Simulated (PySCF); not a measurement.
CO.
Structure used (PBE0-D3(BJ)/def2-SVP), in Å, numbered top down from 1:
```
atom  x, y, z in Å
C1     0.5874   -0.0803    0.0067
O2    -0.5377   -0.0074   -0.0289
```

Method: PySCF, TDDFT B3LYP/def2-SVPD, vertical, gas phase, core orbitals frozen in the response.

Kohn–Sham orbitals with the atoms that hold most of them (Löwdin shares over 4%, at most four atoms):

```
orbital  ε (eV)           atoms
 HOMO-3  -15.83  O2 82%, C1 18%
 HOMO-2  -13.33  O2 71%, C1 29%
 HOMO-1  -13.33  O2 71%, C1 29%
   HOMO  -10.50  C1 77%, O2 23%
   LUMO   -1.10  C1 62%, O2 38%
 LUMO+1   -1.10  C1 62%, O2 38%
 LUMO+2    1.58  C1 59%, O2 41%
```

Within 0.005 eV of a neighbour in this list lie HOMO-2/HOMO-1 and LUMO/LUMO+1 (point group found: C∞v).

The HOMO–LUMO gap is 9.40 eV. Where does the response calculation put the lowest singlet, and from which orbitals?

S1 is at 8.45 eV (f = 0.079), 0.95 eV below the gap, made of HOMO→LUMO/LUMO+1 (97%). S1/S2 lie within about 0.01 eV of each other. 

Next come S2 at 8.45 eV (f 0.079), HOMO→LUMO/LUMO+1 (97%); S3 at 9.80 eV (f 0.0000), HOMO-2/HOMO-1→LUMO/LUMO+1 (100%); S4 at 10.13 eV (f 0.0000), HOMO-2/HOMO-1→LUMO/LUMO+1 (≥87%); S5 at 10.13 eV (f 0.0000), HOMO-2/HOMO-1→LUMO/LUMO+1 (≥87%).

Orbitals of the list HOMO-3 to LUMO+2 that lie within 0.01 eV of each other are written together with a slash and their weights summed (≥ marks a lower bound); for degenerate orbitals outside that list single weights are arbitrary.
